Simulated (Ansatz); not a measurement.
## Relaxing Ga₂C

These are results of DFT PBE, scalar-relativistic, plane waves, PAW in Ansatz 0.2.0, not measurements. Cutoff 420 eV, Γ-centred k mesh, Gaussian smearing, no spin polarisation in the final step.

Ga₂C was placed on the MoSi2 (C11b) structure type (I4/mmm, No. 139), with C in place of Mo, Ga in place of Si, at a guessed volume.

```xyz
3
Lattice="-1.6133 1.6133 3.9577 1.6133 -1.6133 3.9577 1.6133 1.6133 -3.9577" Properties=species:S:1:pos:R:3 pbc="T T T"
Ga    0.0000    0.0000    5.2637
Ga    0.0000    0.0000    2.6516
C     0.0000    0.0000    0.0000
```

Steps on the 8×8×8 mesh (3 atoms). 12 of 14 steps are shown, and the free energy counts from the last. Trial steps that were taken back and renewals of the plane-wave basis can be among the rows.

```csv
step,ΔF (meV/atom),V (Å³/atom),P (GPa),largest force component (eV/Å)
1,229.5,13.73,-0.41,1.106
2,195.4,13.61,-0.05,0.382
3,164.6,13.16,3.35,0.536
5,83.6,13.24,1.47,0.076
6,54.6,13.28,1.24,0.046
7,34.1,13.31,0.49,0.291
8,44.8,13.30,-1.22,0.066
9,30.5,13.32,-0.46,0.018
10,30.3,13.23,0.19,0.018
12,0.9,13.52,0.43,0.095
13,0.5,13.65,-0.09,0.004
14,0.0,13.65,-0.06,0.004
```

A final relaxation ran on a 22×22×22 mesh. The relaxed crystal, I4/mmm (No. 139):

```
Ga C
1.0
    -1.41905    1.41905    5.07052
     1.41905   -1.41905    5.07052
     1.41905    1.41905   -5.07052
Ga C
2 1
Direct
  0.63327 0.63327 0.00000
  0.36673 0.36673 0.00000
  0.00000 0.00000 0.00000
```

| Property | Result |
| --- | --- |
| Volume per atom | 13.61 Å³ |
| Density | 6.16 g/cm³ |
| Energy over the elements | 1.23 eV/atom |
| Gap on the 22×22×22 mesh | 0 eV (a metal) |

Energies over the elements count from the elements' standard structures at the same level, with no empirical corrections.

The final run used a 22×22×22 mesh on its 3-atom cell and 0.10 eV smearing. The k mesh leaves about 4 meV/atom of noise in metals.

Symmetry constrained the relaxation, so the result can be a saddle point.

Cost: 3 runs of about 4.1 core-minutes in all, on Arm Neoverse V1 (shared hosts).